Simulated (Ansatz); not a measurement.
For antifluorite Cu₂Se (high-temperature phase), LDA (PAW; Ansatz, a program for electronic structure) gives:

* **lattice parameter a**: 5.651 Å
* **bulk modulus**: 111 GPa
* **cohesive energy**: 4.17 eV/atom

Problem. What does PBEsol in Ansatz (PAW) give for the same quantities?

Solution. 
- lattice constant a: 5.719 Å (grows by 1.2 %)
- bulk modulus: 100 GPa (drops by 9.9 %)
- cohesive energy: 3.69 eV/atom (drops by 0.48 eV/atom)

Changes are worked out from the printed values.

Unless a cell is named, each level is at its own relaxed cell (LDA 15.04, PBEsol 15.58 Å³/atom).

Caveats: symmetry holds this phase in the static calculation, where it need not be a minimum (LDA, PBEsol); the bulk modulus is −V dP/dV from two relaxed cells at ±2 % in volume (LDA, PBEsol); the relaxation could not lower the start's symmetry, so the cell can be a saddle point above a distorted one (LDA, PBEsol). Ansatz's density-functional and Hartree–Fock values are scalar-relativistic unless marked +SOC, with PAW data made under PBE.
